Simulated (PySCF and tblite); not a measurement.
Results of a calculation; reference values are marked as such.
System: C4H6O2, numbered as in [CH3:1]/[C:2]([CH:3]=[O:4])=[CH:5]/[OH:6].

For the rotation about the C5–O6 bond (torsion C2–C5–O6–H from 0° to 180°, rising): electronic barrier 16.76 kcal/mol, zero-point change -1.21 kcal/mol, thermal and entropy terms at 400 K a further -0.55 kcal/mol (symmetry numbers apart). The minimum is Cs, the saddle C1. Geometries: GFN2-xTB; energies: PBE0/pcSseg-1 + D3(BJ), IEF-PCM chloroform; zero-point and thermal terms from GFN2-xTB harmonic modes (soft modes blended into free rotors). Rates follow Eyring's equation with the number of equivalent paths and no tunnelling. (PySCF 2.14 with density fitting, tblite 0.8.)

**Question.** How many equivalent paths lead out of the minimum?

**Answer.** 2: the symmetry number of the minimum is 1, that of the saddle displaced along its mode 1, and the displaced saddle is chiral while the minimum is not, which doubles the count.

**Question.** Work out the rate at 400 K.

**Answer.** ΔG‡ = 15.00 kcal/mol; k_B T/h = 8.3×10¹² s⁻¹; exp(−ΔG‡/RT) = 6.4×10⁻⁹; times 2 gives k = 1.1×10⁵ s⁻¹. Wigner's tunnelling factor for the 546i cm⁻¹ mode would be 1.16.
